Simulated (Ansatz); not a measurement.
Process, species as SMILES: CN (CH3-NH2) + [H][H] (H2) → C (CH4) + N (NH3)
B3LYP-D3(BJ)/def2-TZVP geometries, fixed; electronic energies without zero-point terms.
Largest species:
```xyz
7

C      0.0542     0.7048     0.0003
N      0.0439    -0.7575     0.0005
H     -0.9369     1.1793    -0.0070
H     -0.4495    -1.1127     0.8106
H     -0.4377    -1.1131    -0.8166
H      0.5892     1.0603     0.8824
H      0.6020     1.0600    -0.8741
```

Basis-set convergence of the energy of full hydrogenation at HF with Ansatz (a program for electronic structure). All functions are spherical. No added dispersion term, no relativity. Functions are those of the species that has most. Reference: the value in aug-pcseg-3, -28.41 kcal/mol, itself unsure by roughly 0.01 kcal/mol (its mean distance from aug-cc-pVQZ, def2-QZVPPD, pcseg-3). Deviations are taken from unrounded values.

```json
[
 {"basis": "3-21G", "functions": "28", "energy of full hydrogenation (kcal/mol)": "-27.74", "minus reference (kcal/mol)": "0.66"},
 {"basis": "6-31G", "functions": "28", "energy of full hydrogenation (kcal/mol)": "-29.58", "minus reference (kcal/mol)": "-1.17"},
 {"basis": "pcseg-0", "functions": "28", "energy of full hydrogenation (kcal/mol)": "-30.61", "minus reference (kcal/mol)": "-2.20"},
 {"basis": "aug-pcseg-1", "functions": "91", "energy of full hydrogenation (kcal/mol)": "-28.02", "minus reference (kcal/mol)": "0.39"},
 {"basis": "6-311++G(2d,2p)", "functions": "104", "energy of full hydrogenation (kcal/mol)": "-29.00", "minus reference (kcal/mol)": "-0.60"},
 {"basis": "def2-TZVPD", "functions": "119", "energy of full hydrogenation (kcal/mol)": "-28.01", "minus reference (kcal/mol)": "0.40"},
 {"basis": "cc-pVTZ", "functions": "130", "energy of full hydrogenation (kcal/mol)": "-28.25", "minus reference (kcal/mol)": "0.16"},
 {"basis": "pcseg-2", "functions": "130", "energy of full hydrogenation (kcal/mol)": "-28.57", "minus reference (kcal/mol)": "-0.16"},
 {"basis": "cc-pVQZ", "functions": "260", "energy of full hydrogenation (kcal/mol)": "-28.29", "minus reference (kcal/mol)": "0.12"}
]
```
